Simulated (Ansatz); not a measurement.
## How far each method lies from full CI for PH₃⁺, quartet

Geometry: that of the PH3⁺, doublet, kept fixed. The doublet lies 10.3 eV lower here.

```xyz
4

P     0.0001    0.0000   -0.0329
H     1.3541    0.0145    0.3407
H    -0.6904    1.1668    0.3342
H    -0.6661   -1.1799    0.3374
```

Basis 6-31G; Ansatz 0.2.0. Only valence electrons are correlated (noble-gas cores frozen), which leaves 7 electrons in 14 orbitals. Prefix R: restricted or restricted open-shell reference; prefix U: unrestricted. Active spaces: valence = (7e, 7o) chosen from the atoms' valence shells.

Full CI is exact within this basis and frozen core; it isn't the basis-set limit. The frozen core follows each run's orbitals, which can shift R against U totals by a few meV.

Coupled cluster chose its determinant by trial CCSD, here up to 0.55 eV above the lowest Hartree–Fock solution of its kind.

```
UHF ⟨S²⟩                            : 3.755
⟨S²⟩ of the determinant under UCCSD : 3.759
T1 diagnostic (RCCSD)               : 0.0360
largest doubles amplitude (RCCSD)   : 0.341
T1 diagnostic (UCCSD)               : 0.0362
```

```csv
level,E − E(full CI) (mEh),share of correlation (%),wall time
UCCSD,4.60,94.54,–
UCCSD(T),1.80,97.86,1.4 s
UCCSDT,0.15,99.82,–
UCCSDT(Q),0.04,99.96,3.9 s
UCCSDTQ,0.00,100.00,18 s
```

The correlation energy at full CI, counted from the determinant under the R cluster runs, is -2.290 eV. That run took 3.5 s on 1 thread of Arm Neoverse N1, shared host over 90,882 determinants.

Run but not shown, since their state, orbitals or frozen core can't be matched to the reference's or they repeat it: RHF, UHF, RMP2, UMP2, CISD, RCCSD, RCCSD(T), BCCD(T), RCCSDT, CISDTQ, RCCSDT(Q), RCCSDTQ, CASSCF (valence space), NEVPT2 (valence space), MRCISD (valence space), MRCISD+Q (valence space).

Times hold each run's SCF and search for its determinant on a shared host, so for small cases they say little of a method's own cost; they ran on 1 thread of Arm Neoverse N1. Some runs computed forces too.

The full-CI state has the irrep A' of Cs, in the program's axes (one component, if the state is degenerate).

Natural occupations of full CI about the gap: 1.955 1.811 1.169 0.998 0.826 0.174 0.046 0.005 0.004 0.003; effectively unpaired electrons, Σ n²(2−n)², 3.12.
